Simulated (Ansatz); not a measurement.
`C=C1SC1C` + H₂ → `C=C1CS1` + CH₄  (hydrogenolysis of a C–C bond)

Isolated molecules relaxed with PBE0-D4/def2-TZVP in Ansatz; ΔE leaves out vibrations. CCSD(T)/CBS adds triple-zeta CCSD(T) − MP2 to the extrapolated MP2 energy (def2 sets, frozen cores). This one scheme is used for every species.

`C=C1SC1C`:

Cartesian coordinates in Å:
```
C -0.238 1.893 -0.685
C -0.638 0.764 -0.134
S -1.713 0.088 1.040
C -0.452 -0.673 -0.075
C 0.781 -1.273 0.534
H 0.536 1.881 -1.445
H -0.663 2.846 -0.402
H -0.909 -1.251 -0.876
H 1.156 -0.642 1.341
H 0.579 -2.270 0.930
H 1.562 -1.363 -0.228
```

H₂:

```xyz
2

H     0.297   -0.199    0.106
H    -0.297    0.199   -0.106
```

`C=C1CS1`:

Cartesian coordinates in Å:
```
C 0.432 -0.575 -1.222
C 0.267 0.115 -0.112
C -0.573 0.344 1.048
S 0.950 1.352 0.884
H 1.287 -0.416 -1.866
H -0.296 -1.324 -1.509
H -1.504 0.888 0.922
H -0.562 -0.383 1.855
```

CH₄:

Z-matrix (Å, degrees):
```
C
H 1 1.090
H 1 1.090 2 109.5
H 1 1.090 2 109.5 3 -120.0
H 1 1.090 2 109.5 3 120.0
```

```json
{"species": "`C=C1SC1C`", "CCSD(T)/CBS(def2) energy (Eh)": "-553.54449"}
{"species": "H₂", "CCSD(T)/CBS(def2) energy (Eh)": "-1.17544"}
{"species": "`C=C1CS1`", "CCSD(T)/CBS(def2) energy (Eh)": "-514.27785"}
{"species": "CH₄", "CCSD(T)/CBS(def2) energy (Eh)": "-40.46206"}
```

(1) Work out ΔE.

Largest T1 diagnostic among the species: 0.012.

## Answers

(1) ΔE = (-514.27785) + (-40.46206) − (-553.54449) − (-1.17544) = -0.01998 Eh = -52.5 kJ/mol.

The D4 term adds +9.8 kJ/mol with B3LYP and +5.4 kJ/mol with PBE0; it sums over pairs of atoms, weighted by their polarisabilities, and B3LYP, whose exchange is more repulsive, gets the larger term. Leaving LDA and LC-ωPBE aside and taking each functional with its dispersion term where it has one, the values, not all of them listed here, spread over 14.4 kJ/mol, from B97M-V to revPBE-D4. LDA lies +10.0 kJ/mol from PBE without D4. In def2-TZVPP, CCSD(T) changes the Hartree–Fock value by +20.4 kJ/mol (the triples alone add +4.7 kJ/mol) and MP2 by +26.4 kJ/mol.

B3LYP here is the variant with VWN-RPA as its local correlation; programs differ in this.
